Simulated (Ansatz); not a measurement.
```yaml
crystal:
  periodic: [false, false, false]
  atoms:
    - {symbol: S, position_ang: [0.000000, 0.000000, -2.164527]}
    - {symbol: Ga, position_ang: [0.000000, 0.000000, 0.000000]}
    - {symbol: S, position_ang: [0.000000, 0.000000, 2.164527]}
basis:
  gaussian: {orbitals: def2-TZVP}
magnetization: {spin_polarized: true, initial_magnetization: 1}
hamiltonian: {xc: pbe0}
relax: {f_tol: 0.004, max_steps: 80}
```

```sh
$ ansatz run in.yaml --threads 1 --pin off --events-out ev --progress --plain --max-ram 2176MiB
```

Steps of the relaxation (energy above the last step; positions in Å, forces in eV/Å):

```
3
step 1, 182.0 meV
S     0.000    0.000   -2.165    0.000    0.000    1.691
Ga    0.000    0.000    0.000    0.000    0.000    0.000
S     0.000    0.000    2.165    0.000    0.000   -1.691
```

```
3
step 2, 2.1 meV
S     0.000    0.000   -2.075    0.000    0.000    0.208
Ga    0.000    0.000    0.000    0.000    0.000    0.000
S     0.000    0.000    2.075    0.000    0.000   -0.208
```

```
3
step 3, 0.1 meV
S     0.000    0.000   -2.062    0.000    0.000   -0.051
Ga    0.000    0.000    0.000    0.000    0.000    0.000
S     0.000    0.000    2.062    0.000    0.000    0.051
```

```
3
step 4, 0.0 meV
S     0.000    0.000   -2.065    0.000    0.000    0.013
Ga    0.000    0.000    0.000    0.000    0.000    0.000
S     0.000    0.000    2.065    0.000    0.000   -0.013
```

```
3
step 5, 0.0 meV
S     0.000    0.000   -2.065    0.000    0.000    0.000
Ga    0.000    0.000    0.000    0.000    0.000    0.000
S     0.000    0.000    2.065    0.000    0.000    0.000
```

Close pairs at the end: Ga2–S3 2.065 Å, S1–Ga2 2.065 Å.

A stationary point of unrestricted PBE0 after 5 steps, with ⟨S²⟩ = 0.779 against 0.75 for a pure state; no frequencies were run, so it isn't proven a minimum. 29 s on 1 thread of Intel Xeon 6975P-C, shared host.
